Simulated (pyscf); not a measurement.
F–SiH(O–SiH₃)–C(F)(F)–F + H• -> F–SiH(O–SiH₃)–C(F)(F)–F + H• (substitution at Si; doublet surface; H–Si broken, H–Si formed). Optimised with ωB97X-D3(BJ)/def2-SVP in PySCF. Energies in kcal/mol from the separated reactants.

```tsv
level	barrier	reaction energy
ωB97X-D3(BJ)/def2-TZVP	(withheld)	0.0
B3LYP-D3(BJ)/def2-TZVP	8.5	0.0
PBE0-D3(BJ)/def2-TZVP	8.6	0.0
M06-2X/def2-TZVP	12.7	0.0
ωB97M-D3(BJ)/def2-TZVP	(withheld)	0.0
HF/def2-TZVP	27.0	0.0
```

Task: What belongs in the gaps?

Result: 
- ωB97X-D3(BJ)/def2-TZVP, barrier: 11.8
- ωB97M-D3(BJ)/def2-TZVP, barrier: 11.8

The functionals in the table span 4.2 kcal/mol in this barrier, from B3LYP-D3(BJ) to M06-2X. Abstraction by the radical was not located in this set and often lies lower. This is the saddle that the search found; another between the same sides may lie lower. The angle at the attacked Si is 59° (front-side attack).
